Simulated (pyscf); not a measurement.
•H₂C–InH–CH₃ + H₂ -> H₃C–InH–CH₃ + H•, a hydrogen abstraction (doublet surface; H–H broken, C–H formed). Optimised with ωB97X-D3(BJ)/def2-SVP in PySCF. Energies in kcal/mol from the separated reactants.

Small-basis levels: PySCF, no dispersion term, spherical d functions. Open shells are spin-unrestricted. 

Question: In single points HF/6-31G*+LANL2DZ puts the saddle at 23.0 kcal/mol and the reaction energy at +1.7 kcal/mol. Should these be trusted to within a few kcal/mol? Compare with ωB97M-D3(BJ)/def2-TZVP.

Answer: ωB97M-D3(BJ)/def2-TZVP gives ΔE‡ = 11.9 kcal/mol and ΔE = +1.8 kcal/mol. HF/6-31G*+LANL2DZ lies 11.1 kcal/mol over it in the barrier and 0.1 kcal/mol under it in the reaction energy, so on this step it does not hold to within 3.0 kcal/mol. ωB97M-D3(BJ)/def2-TZVP has limits of its own. •H₂C–InH–CH₃ lies 31.8 kcal/mol over its isomer [H₃C–In–CH₃]• (electronic energy, ωB97M-D3(BJ)/def2-TZVP). One saddle was located; it need not be the lowest between these sides. The angle at the transferred H is 172°. In the def2 sets elements past Kr carry core potentials, without spin-orbit coupling.
